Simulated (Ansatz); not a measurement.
The input, for Ansatz 0.2.0:

```yaml
crystal:
  periodic: [false, false, false]
  atoms:
    - {symbol: N, position_ang: [0.000000, 0.000000, 0.000000]}
    - {symbol: C, position_ang: [0.000000, 0.000000, 1.062000]}
basis:
  gaussian: {orbitals: cc-pVDZ}
magnetization: {spin_polarized: true, initial_magnetization: 3}
correlation: {method: ccsd_t, electrons: outside_noble_gas}
```

```sh
$ ansatz run in.yaml --threads 1 --pin off --events-out ev --progress --plain --max-ram 2393MiB
```

The program prints:

```
271 factors; integrals over basis functions are off by at most 7.1e-4 eV
mean field evaluation 1: about -2499.2581 eV, gradient 9.7e0 eV
mean field evaluation 2: about -2499.2619 eV, gradient 9.7e0 eV
mean field evaluation 4: about -2500.3514 eV, gradient 3.3e0 eV
mean field evaluation 8: about -2500.7769 eV, gradient 2.0e-1 eV
mean field evaluation 16: about -2500.7815 eV, gradient 1.0e0 eV
mean field evaluation 32: about -2501.4598 eV, gradient 5.7e0 eV
mean field evaluation 64: about -2500.7778 eV, gradient 8.5e-2 eV
mean field evaluation 96: about -2500.7780 eV, gradient 1.5e-2 eV
mean field evaluation 128: about -2500.6822 eV, gradient 3.4e-2 eV
mean field evaluation 160: about -2501.2164 eV, gradient 1.8e0 eV
...
cycle   3  -5.37725857 eV  change   -4.3e-3 eV  update   3.2e-3
cycle   4  -5.38235225 eV  change   -5.1e-3 eV  update   2.1e-3
cycle   5  -5.38945966 eV  change   -7.1e-3 eV  update   9.0e-4
cycle   6  -5.39052528 eV  change   -1.1e-3 eV  update   3.0e-4
cycle   7  -5.39084216 eV  change   -3.2e-4 eV  update   1.7e-4
cycle   8  -5.39091600 eV  change   -7.4e-5 eV  update   6.8e-5
cycle   9  -5.39094874 eV  change   -3.3e-5 eV  update   3.2e-5
cycle  10  -5.39097640 eV  change   -2.8e-5 eV  update   1.7e-5
cycle  11  -5.39098317 eV  change   -6.8e-6 eV  update   8.7e-6
cycle  12  -5.39098718 eV  change   -4.0e-6 eV  update   4.1e-6
perturbative correction -0.23653566 eV, -0.0086925250 hartree
Total energy: -2507.47138146 eV, -92.1478736435 hartree
```

Ran on 1 thread of Intel Xeon Platinum 8375C, shared host: 1.6 s wall, 0.09 GiB peak host memory.
